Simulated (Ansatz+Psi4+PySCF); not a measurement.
Results of a calculation; reference values are marked as such.
Input for PySCF 2.14.0:

```python
from pyscf import gto, scf, mp

mol = gto.M(atom="""
F 0.093390 0.000000 -3.000000
H -0.840500 0.000000 -3.000000
F -0.093390 0.000000 3.000000
H 0.840500 0.000000 3.000000
""", basis='cc-pvtz', charge=1, spin=1)
mf = scf.UHF(mol)
mf.kernel()
pt = mp.MP2(mf, frozen=2).run()
print(mf.e_tot, pt.e_corr, pt.e_tot)
```

The script is written out from the run's settings.

Output:

```json
{
  "Converged": "yes",
  "Reference energy": "-199.53964 hartree",
  "Correlation energy": "-0.54023 hartree",
  "Total energy": "-200.07986 hartree",
  "Spin squared of the determinant": "0.771"
}
```

Messages of the program:
```
WARN: beta  nocc = 9  HOMO -0.66126695313835 >= LUMO -0.66124016308926
WARN: HOMO -0.66124016308926 >= LUMO -0.66124016308926
WARN: beta  nocc = 9  HOMO -0.66126695313835 >= LUMO -0.66124016308926
WARN: HOMO -0.66124016308926 >= LUMO -0.66124016308926
```

The reference isn't the lowest determinant (another lies 1.45 eV lower), but the same method gives a higher total on the lower determinant. Caution: MP2 on this radical cation hangs on the determinant chosen; the charge can sit on one fragment and break the point group.
